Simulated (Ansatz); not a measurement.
Equilibrium lattice constant a of some cubic bcc solids

Method: r²SCAN-D4 (plane waves, PAW; Ansatz, an electronic-structure program). References are measured values corrected to a static lattice. The table is a random draw of 10 from 13 solids with such references.

Values in Å.

| solid | reference | r²SCAN-D4 | error (%) |
|---|---|---|---|
| antiferromagnetic bcc Cr | 2.877 | 2.947 | +2.43 |
| bcc Nb | 3.294 | 3.299 | +0.15 |
| bcc Rb | 5.576¶ | 5.721 | +2.60 |
| bcc Mo | 3.141 | 3.144 | +0.10 |
| bcc W | 3.16 | 3.163 | +0.09 |
| bcc Ba | 4.995¶ | 5.051 | +1.12 |
| bcc Fe | 2.853 | 2.859 | +0.21 |
| bcc Cs | 6.039¶ | 6.249 | +3.48 |
| bcc Ta | 3.299 | 3.301 | +0.06 |
| bcc V | 3.021 | 2.976 | -1.49 |

Over these 10 solids the mean error is +0.88 %, the mean absolute error 1.17 % (median 0.67 %), and the worst case bcc Cs at +3.48 %; the value is too high in 9 of 10 cases. Over all 13, from unrounded values, the mean error is +0.92 % and the mean absolute error 1.15 % (median 0.73 %). Caveats on values not shown: a distance lies near a switch of the dispersion term, which can move the cell (1).

All these references are brought to a static lattice.

Spin–orbit coupling is left out, also for the solids with elements from indium on (bcc W, bcc Ba, bcc Cs, bcc Ta); its size isn't shown.

¶ marks references of a special kind: bcc Rb, 5.576 Å (measured, low-temperature or extrapolated to 0 K; zero-point anharmonic expansion removed; as tabulated in Csonka et al. (2009), arXiv:0903.4037); bcc Ba, 4.995 Å (measured, low-temperature or extrapolated to 0 K; zero-point anharmonic expansion removed, our sources range from 4.995 to 5.004; as tabulated in Csonka et al. (2009), arXiv:0903.4037); bcc Cs, 6.039 Å (measured, low-temperature or extrapolated to 0 K; zero-point anharmonic expansion removed; as tabulated in Csonka et al. (2009), arXiv:0903.4037).

Differences are worked out from the printed values.

Caveats: the commensurate order stands in for chromium's spin-density wave, and the size of the moments varies much between levels (antiferromagnetic bcc Cr). Ansatz's density-functional and Hartree–Fock values are scalar-relativistic unless marked +SOC, with PAW data made under PBE.

Ansatz's runs of these crystals have no spin polarisation, but for antiferromagnetic bcc Cr, bcc Fe. Meta-GGAs and exact exchange favour moments, which can bear on antiferromagnetic bcc Cr, bcc Fe, bcc V.

Density-functional runs with spin start from opposed moments for antiferromagnetic bcc Cr, parallel moments for bcc Fe.

Not in this set, of the bcc solids with a reference value in our tables and a result at some level: 3 for a high-temperature or high-pressure phase. These can be a level's best or worst cases. Solids without a released value at any level aren't counted. Layered and molecular crystals are counted apart. The metals Ce to Yb are counted apart.

References as tabulated in Mejia-Rodriguez and Trickey (2018), arXiv:1807.09216; Csonka et al. (2009), arXiv:0903.4037; Levämäki et al. (2014), arXiv:1402.3671.
